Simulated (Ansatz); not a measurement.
Geometry optimisation, RKS B3LYP-D4/6-31G* (Ansatz 0.2.0).

Input:

```yaml
crystal:
  periodic: [false, false, false]
  atoms:
    - { symbol: B, position_ang: [-0.101043, 0.529951, -0.428743] }
    - { symbol: "N", position_ang: [0.011141, -0.027668, 2.249169] }
    - { symbol: H, position_ang: [-0.724104, -0.486397, 2.778939] }
    - { symbol: H, position_ang: [0.883244, -0.133695, 2.761354] }
    - { symbol: H, position_ang: [0.993431, 0.120602, -0.653283] }
    - { symbol: H, position_ang: [-1.09944, -0.08959, -0.59509] }
    - { symbol: S, position_ang: [-0.211783, 2.344174, -0.023751] }
    - { symbol: H, position_ang: [-1.553356, 2.430967, 0.11884] }
    - { symbol: H, position_ang: [-0.197289, 0.985857, 2.203365] }
basis:
  gaussian: { orbitals: "6-31G*" }
hamiltonian:
  xc: b3lyp
  dispersion: d4
relax:
  f_tol: 0.03
  max_steps: 50
```

Launched with:

```bash
$ ansatz run input.yaml --threads 1 --pin off --max-ram 2048MiB --backend cpu --events-out ev --progress --plain --runs-dir out
```

**Question.** Where does it end, and by what steps?

**Answer.** It converged. After 8 steps the energy has fallen by 0.776 eV; B1 moved furthest, 0.65 Å. Joined: B1–N2 (2.74 → 1.69 Å).

| step | energy less start (eV) | largest force component (eV/Å) | accepted |
| --- | --- | --- | --- |
| 0 | 0.0000 | 0.781 | yes |
| 1 | -0.1130 | 1.323 | yes |
| 2 | -0.2990 | 1.633 | yes |
| 3 | -0.6211 | 1.125 | yes |
| 4 | -0.7367 | 0.993 | yes |
| 5 | -0.7705 | 0.147 | yes |
| 6 | -0.7737 | 0.182 | yes |
| 7 | -0.7756 | 0.039 | yes |
| 8 | -0.7757 | 0.009 | yes |

```xyz
9
Properties=species:S:1:pos:R:3
B -0.088 0.438 0.210
N -0.023 0.177 1.882
H -0.728 -0.491 2.198
H 0.891 -0.172 2.171
H 0.972 0.048 -0.204
H -1.048 -0.178 -0.169
S -0.224 2.327 -0.047
H -1.569 2.455 0.012
H -0.182 1.069 2.357
```

The run took 25 s on 1 thread of Arm Neoverse V1, with other jobs on the host, peak memory 0.13 GiB.
